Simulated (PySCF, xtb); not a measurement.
CN, SMILES [C]#N, multiplicity 2.

Harmonic wavenumbers (cm⁻¹) from GFN2-xTB run with xtb 6.7.1 at its own minimum, in rising order: 2371.

**Question.** What does PySCF with B3LYP-D3(BJ)/def2-TZVPD give at its own minimum? (Estimate from the structure and the level; the computed values follow.)

**Answer.** 2154. Paired by order, the mean absolute difference is 217 cm⁻¹ and the zero-point energies are 3.4 and 3.1 kcal/mol.
